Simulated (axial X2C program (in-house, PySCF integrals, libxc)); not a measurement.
# Spin–orbit effects along a row: molecules with Na (ions), PBE0

Calculated with an in-house all-electron X2C program for linear molecules (integrals from PySCF), spin-free (one-electron X2C) or two-component (2c: spin–orbit coupling with atomic mean-field Coulomb and Gaunt terms, which also bring small scalar terms), in Dyall basis sets with cores contracted in-house; open shells are unrestricted.

Basis sets: Al dyall-v3z, Mg dyall-v3z, Na dyall-cv3z, Na dyall-v3z, P dyall-v3z, S dyall-av3z, Si dyall-v3z.

```json
{"molecule": "NaMg⁺", "spin-free state": "M_S = 0, Λ = 0", "Re (Å)": "3.197", "ωe (cm⁻¹)": "155.0", "De (eV)": "0.65", "2c state": "Ω = 0", "Re 2c (Å)": "3.197", "ωe 2c (cm⁻¹)": "154.9", "De 2c (eV)": "0.65"}
{"molecule": "NaAl⁺", "spin-free state": "M_S = 1/2, Λ = 0", "Re (Å)": "3.363", "ωe (cm⁻¹)": "134.7", "De (eV)": "1.01", "2c state": "Ω = 1/2", "Re 2c (Å)": "3.363", "ωe 2c (cm⁻¹)": "134.6", "De 2c (eV)": "1.01"}
{"molecule": "NaSi⁺", "spin-free state": "M_S = 1, Λ = 1", "Re (Å)": "3.128", "ωe (cm⁻¹)": "148.7", "De (eV)": "0.51", "2c state": "Ω = 2", "Re 2c (Å)": "3.128", "ωe 2c (cm⁻¹)": "148.6", "De 2c (eV)": "0.50"}
{"molecule": "NaP⁺", "spin-free state": "M_S = 3/2, Λ = 0", "Re (Å)": "3.032", "ωe (cm⁻¹)": "132.0", "De (eV)": "0.27", "2c state": "Ω = 3/2", "Re 2c (Å)": "3.032", "ωe 2c (cm⁻¹)": "132.0", "De 2c (eV)": "0.27"}
{"molecule": "NaS⁺", "spin-free state": "M_S = 1, Λ = 0", "Re (Å)": "2.843", "ωe (cm⁻¹)": "180.8", "De (eV)": "0.56", "2c state": "Ω = 1", "Re 2c (Å)": "2.843", "ωe 2c (cm⁻¹)": "180.8", "De 2c (eV)": "0.56"}
```

(1) Work out the shifts from the spin-free to the two-component result.

Fragments in 2c: Mg + Na+, Al + Na+, Si + Na+, P + Na+, S + Na+. Each entry is the lowest single determinant of a limited PBE0 search at one distance. De goes to single-determinant-based atoms at the same level (for ions the charge split of lowest energy) and is withheld (n/a) where an atom does not fit its ground term or J level. Main or longest-lived isotopes. One determinant is a doubtful description, or other states lie close, for NaSi⁺, NaP⁺, NaS⁺; these need not be ground states, and all values refer to the states named. Some open-shell Ω = 0 determinants are out of reach, so the Ω given for NaSi⁺, NaS⁺ need not be the lowest component. With several unpaired electrons the Ω given is that of one determinant, not necessarily of the lowest component. Some light 2c atoms are not at their ground J level, so De misses part of their lowering (0.04 eV or less). The functionals have no current term, which raises determinants with orbital currents. Where the atoms have a lower orbital projection than the molecule, De at mean-field level may be about a tenth of an eV too small.

Answers

(1) 

```csv
molecule,2c state,ΔRe (Å),Δωe (cm⁻¹),ΔDe (eV)
NaMg⁺,Ω = 0,0.000,-0.1,0.00
NaAl⁺,Ω = 1/2,0.000,-0.1,0.00
NaSi⁺,Ω = 2,0.000,-0.1,-0.01
NaP⁺,Ω = 3/2,0.000,0.0,0.00
NaS⁺,Ω = 1,0.000,0.0,0.00
```

Shifts of one unit in the last digit are rounding.
